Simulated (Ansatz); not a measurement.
**CH₂NO+ (SMILES [NH2+]=C=O): one structure at several levels**

An exercise on one series of results from a longer session: the logs are not shown, and one member is left open.

The runs use Ansatz 0.2.0, Gaussian basis; single points in def2-TZVPP.

Cores are frozen in the correlated methods.

### Starting geometry

SMILES `[NH2+]=C=O`, 5 atoms, charge 1, spin multiplicity 1.

Atoms are counted from 1 here; the program's logs count them from 0.

Bond lengths: N1–C2 1.400 Å, N1–H4 1.236 Å, N1–H5 0.749 Å, C2–O3 1.144 Å. Angles: C2–N1–H4 105.1°, C2–N1–H5 146.7°, H4–N1–H5 105.1°, N1–C2–O3 158.3°.

Geometry (Å):

```
N    -0.2254    0.5440   -0.1972
C     0.3944   -0.6685    0.1293
O     1.2410   -1.3963    0.3812
H    -1.3997    0.2493   -0.4464
H    -0.2228    1.2894   -0.1207
```

The first run:

run/in.yaml reads:

```yaml
crystal:
  periodic: [false, false, false]
  atoms:
    - {symbol: N, position_ang: [-0.225400, 0.544000, -0.197200]}
    - {symbol: C, position_ang: [0.394400, -0.668500, 0.129300]}
    - {symbol: O, position_ang: [1.241000, -1.396300, 0.381200]}
    - {symbol: H, position_ang: [-1.399700, 0.249300, -0.446400]}
    - {symbol: H, position_ang: [-0.222800, 1.289400, -0.120700]}
basis:
  gaussian: {orbitals: def2-TZVPP}
total_charge: 1
correlation: {method: ccsd_t}
output: {forces: true}
```

No record of the launch command was kept for these runs.

Steps of the session up to this table: CCSD(T)/def2-TZVPP; PBE0-D4/def2-TZVPP; wB97M-V/def2-TZVPP; r2SCAN-D4/def2-TZVPP; PBE-D4/def2-TZVPP; SPW92/def2-TZVPP; r2SCANh-D4/def2-TZVPP.

One of the session's tables, all rows but one given; the rest of the session is left out.

```
    method  RMS force component (eV/Å)  angle to CCSD(T) forces (°)
   CCSD(T)                      12.715                    reference
   PBE0-D4                      12.856                          2.1
   wB97M-V                      12.738                          2.2
 r2SCAN-D4                      12.775                          1.2
    PBE-D4                      12.745                          1.6
     SPW92                      12.944                          1.9
r2SCANh-D4                           ?                            ?
```

**Question.** Estimate the row for r2SCANh-D4.

**Answer.** RMS force component (eV/Å): 12.812; angle to CCSD(T) forces (°): 1.8. In the column «RMS force component (eV/Å)» it lies between r2SCAN-D4 (12.775) and PBE0-D4 (12.856).
